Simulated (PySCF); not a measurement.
Cost of one run: shielding job, `C=C1C=C1` (methylenecyclopropene).

Method: GIAO PBE0/pcSseg-1 NMR shielding, non-relativistic, gas phase (PySCF 2.14.0, density-fitted response routines). Geometry: GFN2-xTB, MD frame at 425 fs, 600 K. Work: shieldings, ring-centre shieldings, density fitting. The command runs a driver script over a list of jobs; the input below is this job's line of settings and its coordinates in Å.

Command:
```bash
OMP_NUM_THREADS=1 python probes_run.py task.json out
```

Input:
```
{"job": {"kind": "nmr", "xc": "PBE0", "basis": "pcSseg-1", "pop": false}, "charge": 0, "multiplicity": 1}
C      0.976800    -1.390000    -0.749700
C     -0.088400    -0.574200    -0.763000
C     -1.037100     0.455800    -1.275300
C     -1.280800    -0.103000    -0.070100
H      1.110700    -2.072500     0.010000
H      1.944200    -1.149000    -1.311800
H     -1.266500     1.140700    -1.997800
H     -1.948000    -0.026400     0.814700
```

Hardware: one thread of an Arm Neoverse V1, no GPU, shared host with 32 logical CPUs at a one-minute load of 13. PySCF's memory limit was set to 1200 MB.

Question: How large is the basis?

Answer: 88 functions for 28 electrons, with 452 fitting functions; the fitted three-index integrals, 452 × 88 × 89/2 numbers of 8 bytes, come to 14 MiB.

Question: Estimate the wall time.

Answer: About 3.0 s. The SCF took 14 cycles.

Question: How much memory does it need at the peak?

Answer: About 0.41 GiB. Peak memory is the resident size of the whole Python process, interpreter and libraries included.

Question: At this speed, how long would 500 such jobs take on 8 cores, one job a core?

Answer: 500/8 gives 63 rounds of 3.0 s, about 3.1 min of wall time and 0.42 core-hours, if the jobs don't slow each other.

The SCF part of the output:
```
coarse grid: 6824 points
cycle   1  E = -154.4108710884  dE =  5.887e-01  |g| = 3.521e-01  |ddm| = 2.618e+00
cycle   2  E = -154.3856586676  dE =  2.521e-02  |g| = 4.664e-01  |ddm| = 8.592e-01
cycle   3  E = -154.4472898726  dE = -6.163e-02  |g| = 7.691e-02  |ddm| = 5.211e-01
cycle   4  E = -154.4487434082  dE = -1.454e-03  |g| = 2.481e-02  |ddm| = 9.891e-02
cycle   5  E = -154.4488800990  dE = -1.367e-04  |g| = 1.047e-02  |ddm| = 2.756e-02
cycle   6  E = -154.4489056877  dE = -2.559e-05  |g| = 1.808e-03  |ddm| = 9.508e-03
cycle   7  E = -154.4489063177  dE = -6.300e-07  |g| = 1.047e-03  |ddm| = 2.371e-03
final grid: 66320 points
cycle   8  E = -154.4739893928  dE = -1.172e-05  |g| = 5.235e-03  |ddm| = 2.095e-02
cycle   9  E = -154.4739863651  dE =  3.028e-06  |g| = 6.322e-03  |ddm| = 1.145e-02
cycle  10  E = -154.4739966018  dE = -1.024e-05  |g| = 1.340e-03  |ddm| = 6.447e-03
cycle  11  E = -154.4739970397  dE = -4.378e-07  |g| = 1.471e-04  |ddm| = 1.117e-03
cycle  12  E = -154.4739970435  dE = -3.886e-09  |g| = 8.337e-05  |ddm| = 1.857e-04
cycle  13  E = -154.4739970452  dE = -1.661e-09  |g| = 1.537e-05  |ddm| = 6.788e-05
cycle  14  E = -154.4739970452  dE = -4.991e-11  |g| = 6.776e-06  |ddm| = 2.155e-05
converged SCF energy = -154.4739970452
```

On the final grid dE counts from the start density on that grid.

The host was shared with other jobs, so the times are rough.
